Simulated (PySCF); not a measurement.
C₂H (charge -1).
Cartesian coordinates in Å at the GFN2-xTB level; atoms count from 1:
```xyz
3
C2H angstrom
C      1.136    0.435   -0.006
C     -0.031    0.059   -0.004
H     -1.094   -0.284   -0.002
```

The closed-shell ground state was solved at several levels (PySCF, density fitting, gas phase, non-relativistic). Where the HOMO energy is positive, the finite basis confines the outermost electrons. No diffuse functions stand in pcJ-1 and pcSseg-1, which bears on an anion's orbital energies.

```tsv
level	basis functions	total energy (Eh)	HOMO (eV)	LUMO (eV)	gap (eV)
PBE0/pcSseg-1	39	-76.5949	-0.14	7.31	7.45
B3LYP/def2-SVPD	48	-76.6578	-0.28	5.53	5.81
```

Problem. Estimate the row for B3LYP/pcJ-1, a basis of 64 functions; the other rows only guide the guess.

Solution. Total energy -76.7124 Eh, HOMO 0.13 eV, LUMO 7.03 eV, gap 6.90 eV.

Problem. Over all these levels, which gives the widest orbital gap and which the narrowest?

Solution. PBE0/pcSseg-1 (global hybrid, 25 % exact exchange) has the widest, 7.45 eV, and B3LYP/def2-SVPD (global hybrid, 20 % exact exchange) the narrowest, 5.81 eV. Functional and basis both differ between the two, so the spread mixes both effects.
